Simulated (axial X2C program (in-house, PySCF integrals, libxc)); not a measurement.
The numbers below are computed, except where a source is named.
# ClF: input and output

Program: an axial X2C code built on PySCF integrals.

Input:
```json
{"zs": [17, 9], "q": 0, "bas": ["dyall-av3z", "dyall-av3z"], "levels": ["PBE0", "HF", "BLYP"], "cc": true, "r0": 1.63, "thr": -2.0, "nmax": 90, "npts": 10, "nst": 2, "ntry": 6}
```
```bash
python so2c.py task.json out
```

Keys: zs atomic numbers; q charge; bas basis sets; levels methods; cc coupled cluster on or off; r0 starting distance in Å; thr threshold in hartree for freezing inner shells (an s shell follows its p shell); nmax most natural virtual spinors; npts points on the curve; nst determinants followed; ntry starts of the search. HF also brings MP2.

Output of the HF step, scalar-relativistic, at R = 1.632 Å for the state M_S = 0, Λ = 0. It starts from PBE0 orbitals of this distance.

```
spin-free X2C-1e  HF
basis functions 116  fitting functions 582  grid points 4352
iter        total energy     max residual
   1       -560.401172656     1.26e-01
   2       -560.416322271     9.47e-03
   3       -560.416858019     5.44e-03
   4       -560.416949062     1.66e-03
   5       -560.416956111     2.45e-04
   6       -560.416956728     8.82e-05
   7       -560.416956843     2.26e-05
   8       -560.416956849     6.48e-06
   9       -560.416956850     8.98e-07
converged
one-electron -874.71440950  Coulomb 302.41647979  exact exchange -37.72939065  xc functional 0.00000000  nuclear repulsion 49.61036352
correlated 14  virtual 194  natural virtual 90  E(MP2) -0.466828381  MP2 remainder -0.022743335
iter   CCSD correlation   residual
   1     -0.449108602   1.16e-01
   2     -0.459991180   4.43e-02
   3     -0.462647294   1.57e-02
   4     -0.462598822   4.30e-03
   5     -0.462624045   1.43e-03
   6     -0.462620616   4.41e-04
   7     -0.462619610   1.44e-04
   8     -0.462620906   4.33e-05
   9     -0.462620017   1.39e-05
  10     -0.462620117   3.77e-06
  11     -0.462620017   1.39e-06
  12     -0.462620019   4.84e-07
(T) -0.016294386  T1 0.0155  D1 0.0287  max T2 0.106
```
Energies are in hartree; totals compare only within one Hamiltonian and basis. T1 in the output is the amplitude norm over the root of the electron number; divide by √2 for the Lee–Taylor value.
